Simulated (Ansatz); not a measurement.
## H$_{3}$O⁺, singlet: reading a ladder of total energies

Geometry: a point of a stretch scan, not a stationary point.

```xyz
4

O     0.0150    0.0264   -0.0504
H     0.9559    0.0406    0.2168
H    -0.4687    0.8359    0.2095
H    -0.7249   -1.2952    0.3742
```

Basis 6-31G; Ansatz 0.2.0. Correlated methods freeze the noble-gas cores, which leaves 8 electrons in 14 orbitals. R marks a restricted (for open shells ROHF) determinant.

Full CI is exact within this basis and frozen core; it isn't the basis-set limit.

Runs differ by some tens of microhartree through their thresholds, so steps under 0.03 kcal/mol mean nothing.

| level | total energy (hartree) |
| --- | --- |
| RHF | -76.159091 |
| RMP2 | -76.304183 |
| RCCSD | -76.312193 |
| RCCSD(T) | -76.314265 |
| RCCSDT | -76.314403 |
| RCCSDT(Q) | -76.315007 |
| RCCSDTQ | -76.314943 |
| full CI | -76.314964 |

Task: What is the correlation energy at full CI, and what share of it do RMP2 and RCCSD(T) recover?

Result: E(corr) = -76.314964 − (-76.159091) = -0.155873 hartree = -4.242 eV. RMP2: -0.145092 / -0.155873 = 93.08 %. RCCSD(T): -0.155174 / -0.155873 = 99.55 %.

Task: By how many kcal/mol does RCCSD(T) miss full CI (1 hartree = 627.509 kcal/mol), and which steps make up the rest?

Result: -76.314265 − (-76.314964) = 0.000699 hartree = 0.44 kcal/mol. Steps: RCCSDT − RCCSD(T) = -0.09, RCCSDT(Q) − RCCSDT = -0.38, RCCSDTQ − RCCSDT(Q) = 0.04, full CI − RCCSDTQ = -0.01 kcal/mol. That is within 1 kcal/mol of the reference in this basis, which itself misses far more of the correlation at the basis-set limit.
